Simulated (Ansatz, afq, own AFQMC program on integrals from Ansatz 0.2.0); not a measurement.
**Atomization energy of BH$_{2}$, doublet, worked out**

```yaml
atoms:
  - { symbol: B, position_ang: [0.0000, -0.0800, 0.0000] }
  - { symbol: H, position_ang: [0.0000, 0.4291, -1.0770] }
  - { symbol: H, position_ang: [0.0000, 0.4291, 1.0770] }
```

Basis cc-pVDZ. Only valence electrons are correlated. AFQMC by an in-house program on the Cholesky factors that Ansatz 0.2.0 writes for its CCSD(T) run. ph-AFQMC/CISD is guided by a CISD state made of CCSD amplitudes; releasing the constraint for a short imaginary time cuts its bias at the price of noise, slowly where states lie close. ± is one standard error of the sampling.

Total energies in eV. CBS is CCSD(T) at the limit of def2-TZVPP/QZVPP (extrapolated itself); the highest rung of each member is named.

```csv
member,count,CCSD(T)/cc-pVDZ,highest rung in cc-pVDZ,which,CCSD(T)/CBS
B (doublet),+1,-669.1119,-669.1218,FCI,-669.4648
H (doublet),+2,-13.5861,-13.5861,FCI,-13.6059
"BH₂, doublet",-1,-703.1510,-703.1617,FCI,-704.0185
```

**Question.** Work out the best estimate of the atomization energy: the CCSD(T)/CBS difference plus the step from CCSD(T) to the highest rung.

**Answer.** Sums with the counts: CCSD(T)/CBS 7.3419 eV, highest rung 6.8677 eV, CCSD(T)/cc-pVDZ 6.8669 eV. The step is 6.8677 − 6.8669 = 0.0008 eV, so the best estimate is 7.3419 + (0.0008) = 7.3427 eV = 708.5 kJ/mol. The basis set is worth 0.475 eV of it. Zero-point, core-correlation and spin–orbit terms aren't in it.

Best estimates are given only where the step beyond CCSD(T) is under 0.3 eV and no member's determinant is very poor (T1 over 0.05, or 0.07 for open shells, ⟨S²⟩ too high by 0.3, two states mixed), so the hardest cases are missing from such tables.

Each member of a difference takes its own highest rung, so a best estimate needn't equal the limit plus the step of one row.
